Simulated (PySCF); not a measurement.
Species: 1-chloro-1-propene(Z), C₃H₅Cl.
SMILES: `C(/Cl)=C/C`

The calculation used TDDFT CAM-B3LYP/aug-cc-pVTZ, vertical, gas phase, core orbitals frozen in the response in PySCF 2.14.0, density-fitted response routines. Isolated species at its PBE0-D3(BJ)/def2-TZVP geometry, gas phase.

Broadening: Gaussians 0.5 eV wide at half height, area fixed by f = 4.319×10⁻⁹ ∫ε dν̃. The width is an assumption, not a result. The curve ends short of the highest state used, and states not computed would add to its high-energy end.

| E (eV) | ε (L mol⁻¹ cm⁻¹) |
| --- | --- |
| 5.46 | 0 |
| 5.54 | 0 |
| 5.62 | 1 |
| 5.71 | 3 |
| 5.79 | 7 |
| 5.88 | 16 |
| 5.96 | 32 |
| 6.05 | 73 |
| 6.13 | 164 |
| 6.21 | 387 |
| 6.30 | 1003 |
| 6.38 | 2183 |
| 6.47 | 4646 |
| 6.55 | 8021 |
| 6.64 | 12732 |
| 6.72 | 16688 |
| 6.81 | 19277 |
| 6.89 | 19017 |
| 6.97 | 16470 |
| 7.06 | 12108 |
| 7.14 | 8224 |
| 7.23 | 4841 |
| 7.31 | 2893 |
| 7.40 | 1645 |

Question: Where are the band maxima, and which computed states make them?

Answer: 181 nm (6.84 eV), ε about 19000, made up of S3 (96%) (ε in L mol⁻¹ cm⁻¹; maxima over ε = 5, shares over 10%). The states used: S1 6.21 eV (f 0.0008); S2 6.58 eV (f 0.0092); S3 6.84 eV (f 0.348); S4 7.05 eV (f 0.0090); S5 7.10 eV (f 0.0004); S6 7.26 eV (f 0.019); S7 7.60 eV (f 0.0002); S8 7.87 eV (f 0.0042); S9 7.93 eV (f 0.030); S10 8.00 eV (f 0.0000).

Question: What would ε be at 6.84 eV, the highest of these maxima, with half the width (0.25 eV)?

Answer: About 37800 L mol⁻¹ cm⁻¹ against 19500, a factor of about 1.9; a lone state at its own centre would give exactly 2.

Question: Coming from long wavelengths, where does ε first pass 100 L mol⁻¹ cm⁻¹?

Answer: At about 204 nm (6.08 eV), 0.12 eV below S1.

Question: On this curve, what absorbance would a 10⁻⁴ mol/L sample give at 193 nm over a 1 cm path?

Answer: 193 nm is 6.424 eV, where ε is about 3200 L mol⁻¹ cm⁻¹, so A = ε c l ≈ 0.32 (Beer–Lambert, with the gas-phase spectrum and the assumed width).

Hardware: Arm Neoverse V1, one thread, shared host with 32 logical CPUs at a one-minute load of 20. Cost: 36 s of wall time, 1.1 GiB resident at most.
